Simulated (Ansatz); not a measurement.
`[BH]CC` radical. Charge 0, multiplicity 2. All single points use the PBE0-D4/def2-TZVP geometry.

```xyz
9

B     1.494    0.336   -0.587
C     0.328   -0.228    0.240
C    -1.097    0.191   -0.103
H     2.662    0.112   -0.451
H     0.437   -1.326    0.200
H     0.566    0.007    1.292
H    -1.828   -0.280    0.559
H    -1.347   -0.084   -1.130
H    -1.216    1.273   -0.019
```

(1) What is the dipole moment at B3LYP/def2-TZVPP? (Estimate.)

(2) And with PBE, r2SCAN, ωB97M-V? (Estimate.)

(3) Give the Mulliken charges with B3LYP, ωB97M-V, r2SCAN in def2-TZVPP. (An estimate is asked.)

## Answers

(1) Computed: 1.17 D, with components (-0.42, -0.67, 0.86) D in this frame, pointing from negative to positive charge.

(2) The calculation gave: PBE 1.27 D, r2SCAN 1.20 D, ωB97M-V 1.21 D.

(3) Ansatz gave: 
```json
{"atom": "B1", "B3LYP": "-0.12", "ωB97M-V": "-0.16", "r2SCAN": "-0.08"}
{"atom": "C2", "B3LYP": "-0.11", "ωB97M-V": "-0.15", "r2SCAN": "-0.04"}
{"atom": "C3", "B3LYP": "-0.21", "ωB97M-V": "-0.28", "r2SCAN": "-0.10"}
{"atom": "H4", "B3LYP": "0.04", "ωB97M-V": "0.08", "r2SCAN": "0.01"}
{"atom": "H5", "B3LYP": "0.08", "ωB97M-V": "0.10", "r2SCAN": "0.05"}
{"atom": "H6", "B3LYP": "0.08", "ωB97M-V": "0.10", "r2SCAN": "0.05"}
{"atom": "H7", "B3LYP": "0.08", "ωB97M-V": "0.10", "r2SCAN": "0.04"}
{"atom": "H8", "B3LYP": "0.08", "ωB97M-V": "0.10", "r2SCAN": "0.04"}
{"atom": "H9", "B3LYP": "0.08", "ωB97M-V": "0.10", "r2SCAN": "0.04"}
```

B3LYP here is the variant with VWN-RPA as its local correlation; programs differ in this.
